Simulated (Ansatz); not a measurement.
# One shape, several levels: triplet BHF2

Wanted: a comparison of 4 runs (UHF/3-21G, U-revPBE/def2-TZVPP, UHSE06/def2-TZVPP, RPA@PBE/def2-TZVPP) of triplet BHF2. 

The results are computed with Ansatz 0.2.0.

46 further runs of the same task are left out: 46 set aside as unsound or not needed.

## (1) The system as given

BHF2: 4 atoms, total charge 0, spin state triplet. SMILES of the parent species: `FBF`. The coordinates come from a PBE0-D4/def2-TZVP relaxation. That shape belongs to the parent species and isn't relaxed for this state.

Bond lengths: F1–B2 1.313 Å, B2–F3 1.313 Å, B2–H4 1.191 Å. Angles: F1–B2–F3 118.1°, F1–B2–H4 121.0°, F3–B2–H4 121.0°.

## (2) A single-point energy at UHF/3-21G (run 1)

Input file in.yaml:

```yaml
crystal:
  periodic: [false, false, false]
  atoms:
    - {symbol: F, position_ang: [1.154300, 0.456900, -0.361900]}
    - {symbol: B, position_ang: [-0.001900, -0.031000, 0.025200]}
    - {symbol: F, position_ang: [-1.095400, 0.528700, -0.438900]}
    - {symbol: H, position_ang: [-0.057000, -0.954600, 0.775600]}
basis:
  gaussian:
    orbitals: 3-21G.json
hamiltonian:
  xc: hf
accuracy: high
magnetization:
  spin_polarized: true
  initial_magnetization: 2
output: {orbitals: {seedname: orbitals}}
```

The basis set 3-21G is read from a file made from the Basis Set Exchange's data (not shown).

Launch:

```sh
$ ansatz run in.yaml --threads 1 --pin off --max-ram 3480MiB --events-out events.jsonl --progress --plain --runs-dir runs
```

Output:

```text
Warning: RAYON_NUM_THREADS=1 ignored (pool sized by the plan → 1); use --threads N
Functional definition: HF
  name "HF"
  exchange = exact_x
  correlation = 0
577 factors; integrals over basis functions are off by at most 5.3e-9 eV
mean field evaluation 1: about -6059.4633 eV, gradient 1.5e1 eV
mean field evaluation 2: about -6059.4709 eV, gradient 1.5e1 eV
mean field evaluation 4: about -6060.8599 eV, gradient 2.8e0 eV
mean field evaluation 8: about -6061.0056 eV, gradient 3.6e-1 eV
mean field evaluation 16: about -6061.0109 eV, gradient 7.9e-9 eV
mean field -6061.01093833 eV, -222.7380436829 hartree, gradient 8.1e-9 eV, S^2 2.008251; 0 other end points of the search recorded, 0 dependent functions left out
reference -6061.01093833 eV, -222.7380436829 hartree; 13, 11 occupied and 16, 18 virtual orbitals, 577 factors
Total energy: -6061.01093833 eV, -222.7380436829 hartree
```

It took 0.36 s on 1 thread of Intel Xeon Platinum 8175M at 2.50GHz (Skylake/Cascade Lake), shared host.

## (3) A single-point energy at U-revPBE/def2-TZVPP (run 2)

Input file molecule.yaml:

```yaml
basis:
  gaussian: {orbitals: def2-TZVPP}
crystal:
  periodic: [false, false, false]
  atoms:
    - symbol: F
      position_ang: [1.154300, 0.456900, -0.361900]
    - symbol: B
      position_ang: [-0.001900, -0.031000, 0.025200]
    - symbol: F
      position_ang: [-1.095400, 0.528700, -0.438900]
    - symbol: H
      position_ang: [-0.057000, -0.954600, 0.775600]
total_charge: 0
magnetization: {spin_polarized: true, initial_magnetization: 2}
hamiltonian: {xc: {name: revPBE}}
accuracy: high
output: {orbitals: {seedname: orbitals}}
```

Launch:

```sh
$ ansatz run molecule.yaml --threads 1 --pin off --max-ram 3480MiB --events-out events.jsonl --progress --plain --runs-dir runs
```

Output:

```text
Warning: RAYON_NUM_THREADS=1 ignored (pool sized by the plan → 1); use --threads N
Functional definition: revPBE
  name "revPBE"
  parameter kappa = 1.245
  parameter beta = 0.06672455060314922
  exchange = pbe_x(kappa = kappa, mu = beta*pi^2/3)
  correlation = pbe_c(beta = beta)
1729 factors; integrals over basis functions are off by at most 3.4e-9 eV
mean field evaluation 1: about -6120.9449 eV, gradient 2.0e1 eV
mean field evaluation 2: about -6120.7952 eV, gradient 2.3e1 eV
mean field evaluation 4: about -6122.5360 eV, gradient 9.7e-1 eV
mean field evaluation 8: about -6122.5371 eV, gradient 1.9e-1 eV
mean field evaluation 16: about -6122.5372 eV, gradient 7.2e-6 eV
mean field evaluation 32: about -6121.0760 eV, gradient 6.0e0 eV
mean field -6122.53723602 eV, -224.9990934189 hartree, gradient 1.7e-8 eV, S^2 2.002495; 2 other end points of the search recorded, 0 dependent functions left out
reference -6122.53724060 eV, -224.9990935873 hartree; 13, 11 occupied and 94, 96 virtual orbitals, 1729 factors
Total energy: -6122.53724060 eV, -224.9990935873 hartree
```

Run time: 8.1 s. Hardware: 1 thread of Intel Xeon Platinum 8175M at 2.50GHz (Skylake/Cascade Lake), shared host; peak memory 0.27 GiB.

Run 3 isn't shown in full; the table further down has it.

## (4) The energy at RPA@PBE/def2-TZVPP (run 4)

Input file input.yaml:

```yaml
crystal:
  periodic: [false, false, false]
  atoms:
    - {symbol: F, position_ang: [1.154300, 0.456900, -0.361900]}
    - {symbol: B, position_ang: [-0.001900, -0.031000, 0.025200]}
    - {symbol: F, position_ang: [-1.095400, 0.528700, -0.438900]}
    - {symbol: H, position_ang: [-0.057000, -0.954600, 0.775600]}
basis:
  gaussian:
    orbitals: def2-TZVPP
magnetization:
  spin_polarized: true
  initial_magnetization: 2
hamiltonian:
  xc: pbe
correlation:
  method: rpa
  frozen_orbitals: {B: 1, F: 1, H: 0}
accuracy: high
```

Launch:

```sh
$ ansatz run input.yaml --threads 1 --pin off --max-ram 3480MiB --events-out events.jsonl --progress --plain --runs-dir runs
```

Output, shortened:

```text
Warning: RAYON_NUM_THREADS=1 ignored (pool sized by the plan → 1); use --threads N
Functional definition: PBE
  name "PBE"
[...]
1729 factors; integrals over basis functions are off by at most 3.4e-9 eV
[...]
mean field -6118.36929317 eV, -224.8459243442 hartree, gradient 2.5e-8 eV, S^2 2.002236; 2 other end points of the search recorded, 0 dependent functions left out
3 core orbitals not correlated: weight in the atoms' cores, before any rotation towards them, 1.000 or more for the frozen orbitals, at most 0.000 for the correlated occupied ones
reference -6095.67779728 eV, -224.0120272512 hartree; 10, 8 occupied and 94, 96 virtual orbitals, 1729 factors
Total energy: -6121.23129999 eV, -224.9511011552 hartree
```

Wall time 14 s (1 thread of Intel Xeon Platinum 8175M at 2.50GHz (Skylake/Cascade Lake), shared host); peak memory 0.4 GiB.

## (5) The series

| run | level | frozen core orbitals | energy (Eh) | HOMO energy (eV) | ⟨S²⟩ | wall time |
| --- | --- | --- | --- | --- | --- | --- |
| 1 | UHF/3-21G | – | -222.738044 | -6.08 | 2.008 | 0.36 s |
| 2 | U-revPBE/def2-TZVPP | – | -224.999094 | -2.28 | 2.002 | 8.1 s |
| 3 | UHSE06/def2-TZVPP | – | -224.828882 | -3.16 | 2.004 | 11 s |
| 4 | RPA@PBE/def2-TZVPP | 3 | -224.951101 | – | 2.002 | 14 s |

## (6) Results

| quantity | value |
| --- | --- |
| run 4: total energy | -224.95110 Eh |
| run 4: RPA correlation energy (valence) | -939.1 mEh |
| run 4: ⟨S²⟩ of the reference determinant | 2.002 |

Totals of different functionals can't be ranked against each other. All runs together took 34 s, the longest 14 s.
